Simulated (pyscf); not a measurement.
Elementary routes open to H₂N–B(Cl)–Cl + hydrogen fluoride (HF) in the gas phase (singlet surface):
A. ammonia (NH₃) + F–B(Cl)–Cl (B–N, F–H broken; H–N, B–F formed)
B. H₂N–B(F)–Cl + hydrogen chloride (HCl) (B–Cl, F–H broken; B–F, Cl–H formed)

PySCF, gas phase, ωB97X-D3(BJ)/def2-SVP geometries. MP2 and CC: frozen core, UHF for open shells. ΔMP2 is the change of the MP2 total energy from the triple- to the quadruple-zeta basis.

Rank the routes by free-energy barrier at 1200 K, lowest first, for CCSD(T)/def2-TZVPP + ΔMP2(QZVPP) energies (ideal gas, 1 atm, RRHO with modes under 100 cm⁻¹ raised to 100, one conformer, R ln 2 for chiral ones without a mode under 150 cm⁻¹).

A (57.1 kcal/mol), B (62.1 kcal/mol)

Route A is the fastest of these, ahead of the next by 5.0 kcal/mol. The most stable products are those of B (ΔG = -14.7 kcal/mol), whose barrier is 5.0 kcal/mol higher: the kinetic and the thermodynamic product differ. At 298 K A is still the fastest. A: On the product side the descent ends in an adduct with a B–N contact, 24.9 kcal/mol under the separated species and 39.9 kcal/mol under the saddle at ωB97X-D3(BJ)/def2-TZVP. Only these routes are compared; each barrier is that of the saddle found, and lower ones may exist. The CCSD(T) − MP2 part came from Ansatz, without density fitting, on the same reference.
